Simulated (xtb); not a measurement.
fluoroethene (C₂H₃F), SMILES C=CF. All values are semi-empirical tight-binding results from xtb (GFN2-xTB unless named), good for trends rather than for accurate numbers. The structure is a stationary point at GFN2-xTB.

Optimised geometry:

Bond lengths (Å): C1–C2 1.314, C1–H4 1.076, C1–H5 1.073, C2–F3 1.342, C2–H6 1.081. Bond angles (°): C2–C1–H4 121.4, C2–C1–H5 120.6, H4–C1–H5 118.0, C1–C2–F3 121.9, C1–C2–H6 126.5, F3–C2–H6 111.5.

Q: Estimate the properties. (The exact figures need the calculation; the answer reports its results.)

A: 
| Item | Value |
|---|---|
| point group as xtb finds it | Cs |
| orbital gap | 5.45 eV |
| dipole moment | 1.93 D |
| zero-point energy | 26.8 kcal/mol |
| G − E(el) at 298.15 K (modified RRHO) | 11.5 kcal/mol |
| static polarisability (D4 model) | 28.2 bohr³ |
| solvation energy, GFN2-xTB/ALPB(water) | -1.6 kcal/mol |
| solvation energy, GFN2-xTB/ALPB(toluene) | -1.9 kcal/mol |

Q: Give the IR lines (harmonic; lines under 4 % of the strongest left out, lines within 3 cm⁻¹ merged). (The exact figures need the calculation; the answer reports its results.)

A: ν (cm⁻¹): 452 (w), 853 (w), 928 (m), 990 (m), 1123 (vs), 1258 (w), 1711 (vs), 3077 (m), 3174 (w) (against the strongest line: vs over 80 %, s over 45 %, m over 15 %, w over 4 %, vw less)

Q: Give the atomic charges and the Wiberg bond orders between heavy atoms. (An estimate is asked for; the answer gives what the named calculation found.)

A: charges (e) C1 -0.11, C2 0.13, F3 -0.21, H4 0.07, H5 0.06, H6 0.05. Bond orders C1–C2 1.94, C2–F3 0.98.
